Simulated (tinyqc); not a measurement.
Stretching all distances: RHF, UHF, MP2, CISD and CCSD against full CI in the sto-6g basis, for H2O, spin multiplicity 1. Computed by the program tinyqc with PySCF. All coordinates are multiplied by the scale. c0^2 is the weight of the RHF determinant in the lowest singlet FCI state (UHF is spin-contaminated and may lie near states of higher spin) and n(LUMO) the first natural occupation beyond the occupied space.

Geometry (angstrom):
```
atom,x,y,z
O,0.0000,0.0000,0.0000
H,0.0000,0.6820,0.5890
H,0.0000,-0.6730,0.5810
```

Full CI energy (hartree) and errors against it (kcal/mol):
```
scale,distance 1-2 (angstrom),E(FCI),RHF,UHF,MP2,CISD,CCSD,<S^2> UHF,c0^2,n(LUMO)
0.860,0.775,-75.54657,19.752,19.752,4.805,0.140,0.034,0.000,0.988,0.013
1.120,1.009,-75.73770,35.896,35.896,10.313,0.621,0.085,0.000,0.967,0.034
1.640,1.478,-75.60475,100.606,63.691,33.801,8.182,0.594,1.137,0.826,0.189
1.890,1.703,-75.53439,149.233,37.034,50.302,19.322,-0.189,1.640,0.688,0.352
2.150,1.937,-75.49065,207.825,15.979,66.755,35.139,-6.303,1.855,0.517,0.559
```

Estimate the missing row, scale = 1.38.

Computed row:
```
scale  distance 1-2 (angstrom)     E(FCI)     RHF     UHF     MP2   CISD   CCSD  <S^2> UHF   c0^2  n(LUMO)
1.380                    1.244  -75.69243  62.133  62.133  19.818  2.536  0.261      0.000  0.919    0.084
```

UHF parts from RHF first at scale 1.64 of those listed, where <S^2> leaves zero. The weight c0^2 goes from 0.99 to 0.52 and n(LUMO) from 0.01 to 0.56: static correlation grows as the bonds break into open-shell fragments. The spread of the error along the curve, which distorts its shape, is CCSD 6.9, CISD 35.0, UHF 47.7, MP2 62.0, RHF 188.1 kcal/mol. Below FCI somewhere: CCSD, as non-variational methods may be.
